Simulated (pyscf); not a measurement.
Elementary routes open to `[BH2][O][SnH3]` + `[FH]` in the gas phase (singlet surface):
A. `[OH][SnH3]` + `[BH2][F]` (B–O, F–H broken; H–O, B–F formed)
B. `[F][SnH3]` + `[BH2][OH]` (O–Sn, F–H broken; F–Sn, H–O formed)

Single points on ωB97X-D3(BJ)/def2-SVP structures (PySCF, gas phase).

Task: Rank the routes by free-energy barrier at 900 K, lowest first, for ωB97M-D3(BJ)/def2-TZVP energies (ideal gas, 1 atm, RRHO with modes under 100 cm⁻¹ raised to 100, one conformer, R ln 2 for chiral ones without a mode under 150 cm⁻¹).

Result: B (32.2 kcal/mol), A (40.7 kcal/mol)

Route B is the fastest of these, ahead of the next by 8.5 kcal/mol. The most stable products are those of B (ΔG = -8.6 kcal/mol), so kinetics and thermodynamics agree. At 298 K B is still the fastest. A: On the reactant side the descent ends in a bound adduct, 10.1 kcal/mol under the separated species and 19.0 kcal/mol under the saddle at ωB97X-D3(BJ)/def2-TZVP. On the product side the descent ends in an adduct with a B–O contact, 19.2 kcal/mol under the separated species and 26.5 kcal/mol under the saddle at ωB97X-D3(BJ)/def2-TZVP. B: On the reactant side the descent ends in a bound adduct, 10.1 kcal/mol under the separated species and 11.8 kcal/mol under the saddle at ωB97X-D3(BJ)/def2-TZVP. On the product side the descent ends in a complex, 7.1 kcal/mol under the separated species and 17.1 kcal/mol under the saddle at ωB97X-D3(BJ)/def2-TZVP. Only these routes are compared; each barrier is that of the saddle found, and lower ones may exist. Elements past Kr carry the def2 core potentials, without spin-orbit coupling.
